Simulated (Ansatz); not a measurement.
# How methods differ on CH6Si (methylsilane)

CH6Si has 8 atoms, charge 0, and is taken as a singlet. SMILES: `C[SiH3]`. Geometry: relaxed at PBE0-D4/def2-TZVP.

```xyz
8

C    -0.1815    0.2397   -0.9403
Si    0.1624   -0.2145    0.8415
H    -1.2405    0.1125   -1.1756
H     0.3955   -0.3914   -1.6198
H     0.0866    1.2807   -1.1339
H    -0.6250    0.6462    1.7654
H     1.6056   -0.0400    1.1599
H    -0.2031   -1.6332    1.1028
```

Each level gives the energy change with the C1–H5 bond stretched from 1.092 to 1.365 Å (eV). The values are calculated.

```json
{"level": "HF/STO-3G (restricted)", "kind": "Hartree–Fock", "program": "Ansatz", "value (eV)": "1.24", "less FCI/STO-3G": "+0.39"}
{"level": "BLYP/STO-3G (restricted)", "kind": "GGA", "program": "Ansatz", "value (eV)": "0.84", "less FCI/STO-3G": "-0.01"}
{"level": "PBE/STO-3G (restricted)", "kind": "GGA", "program": "Ansatz", "value (eV)": "0.88", "less FCI/STO-3G": "+0.03"}
{"level": "r2SCAN/STO-3G (restricted)", "kind": "meta-GGA", "program": "Ansatz", "value (eV)": "0.97", "less FCI/STO-3G": "+0.12"}
{"level": "B3LYP/STO-3G (restricted)", "kind": "global hybrid", "program": "Ansatz", "value (eV)": "0.95", "less FCI/STO-3G": "+0.10"}
{"level": "B2PLYP/STO-3G (restricted)", "kind": "double hybrid", "program": "Ansatz", "value (eV)": "0.98", "less FCI/STO-3G": "+0.13"}
{"level": "RPA@PBE/STO-3G (restricted)", "kind": "RPA", "program": "Ansatz", "value (eV)": "0.80", "less FCI/STO-3G": "-0.05"}
{"level": "MP2/STO-3G (restricted)", "kind": "perturbation theory", "program": "Ansatz", "value (eV)": "0.98", "less FCI/STO-3G": "+0.13"}
{"level": "CCSDT(Q)/STO-3G (restricted)", "kind": "coupled cluster or CI", "program": "Ansatz", "value (eV)": "0.85", "less FCI/STO-3G": "0.00"}
{"level": "FCI/STO-3G", "kind": "exact in the basis", "program": "Ansatz", "value (eV)": "0.85", "less FCI/STO-3G": "0.00"}
```

FCI/STO-3G is exact within its basis and frozen core, so for wave-function methods in that basis the difference is their error; functionals converge differently with the basis, so for them it is only a difference. The first shape isn't each level's own minimum. The values span 0.80 to 1.24 eV. All rows use very small basis sets, so none should be taken for the real molecule's value.
